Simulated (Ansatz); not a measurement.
Consider the substitution at a C–C bond: `N=C(CN)CF` + `N#CO` → `N#COCN` + `N=CCF`.

Isolated molecules relaxed with PBE0-D4/def2-TZVP in Ansatz; ΔE leaves out vibrations. CCSD(T)/CBS is the MP2 limit (def2-TZVPP, def2-QZVPP) plus CCSD(T) − MP2 in def2-TZVPP, frozen cores. This one scheme is used for every species. Functionals use def2-TZVPP. B3LYP here is the variant with VWN-RPA as its local correlation; programs differ in this. One conformer a species, not always the lowest.

```
             level  ΔE (kJ/mol)  difference from CCSD(T)/CBS
         r2SCAN-D4         12.7                        -11.0
           ωB97X-V         18.6                         -5.1
            B2PLYP         12.8                        -10.9
             B3LYP          6.9                        -16.8
     HF/def2-TZVPP          7.9                        -15.8
   CCSD/def2-TZVPP         22.3                         -1.4
     HF/def2-QZVPP          7.5                        -16.2
    MP2/def2-QZVPP         26.3                          2.6
SCS-MP2/def2-QZVPP         21.6                         -2.1
    CCSD/CBS(def2)         24.0                          0.3
       CCSD(T)/CBS         23.7                            0
```

Largest T1 diagnostic among the species: 0.014.

In def2-TZVPP, CCSD(T) changes the Hartree–Fock value by +14.2 kJ/mol (the triples alone add −0.2 kJ/mol) and MP2 by +17.6 kJ/mol. The D4 term adds +5.6 kJ/mol with B3LYP and +3.1 kJ/mol with PBE0; it sums over pairs of atoms, weighted by their polarisabilities, and B3LYP, whose exchange is more repulsive, gets the larger term.
